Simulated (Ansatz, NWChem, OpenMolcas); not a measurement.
BH2 (boron dihydride): methods side by side

The species is BH2 (3 atoms), meant as a doublet with charge 0. As SMILES, `[BH2]`. Geometry: relaxed at PBE0-D4/def2-TZVP.

```xyz
3

B     0.2651   -0.1677    0.1297
H     0.2921    1.0149    0.2708
H    -0.5572   -0.8473   -0.4006
```

Each level gives the vertical ionisation energy (to the singlet cation) (eV). The values are calculated.

| level | kind | program | value (eV) | less CCSDT/def2-TZVPPD | CPU time (all runs) |
| --- | --- | --- | --- | --- | --- |
| U-revPBE/def2-TZVPPD | GGA | OpenMolcas | 9.20 | +0.21 | 22 s |
| UTPSS/def2-TZVPPD | meta-GGA | OpenMolcas | 9.18 | +0.19 | 32 s |
| UB3LYP/def2-TZVPPD | global hybrid | NWChem | 9.22 | +0.23 | 19 s |
| UHSE06/def2-TZVPPD | range-separated hybrid | Ansatz | 9.21 | +0.22 | 3.8 s |
| UPBE-QIDH/def2-TZVPPD | double hybrid | Ansatz | 9.13 | +0.14 | 4.3 s |
| RPA@PBE/def2-TZVPPD | RPA | Ansatz | 9.30 | +0.31 | 7 s |
| RPA@PBE0/def2-TZVPPD | RPA | Ansatz | 9.25 | +0.26 | 4.7 s |
| UMP2/def2-TZVPPD | perturbation theory | NWChem | 8.93 | -0.06 | 20 s |
| UBCCD(T)/def2-TZVPPD | coupled cluster or CI | Ansatz | 8.98 | -0.01 | 6.7 s |
| UCCSDT/def2-TZVPPD | coupled cluster or CI | Ansatz | 8.99 | 0.00 | 57 s |

UCCSDT/def2-TZVPPD is the highest level here, not the true value. The values span 8.93 to 9.30 eV. In so small a basis fixed costs decide the times, and correlated methods can beat functionals. CPU times are rough (shared hosts, several kinds of processor and program).
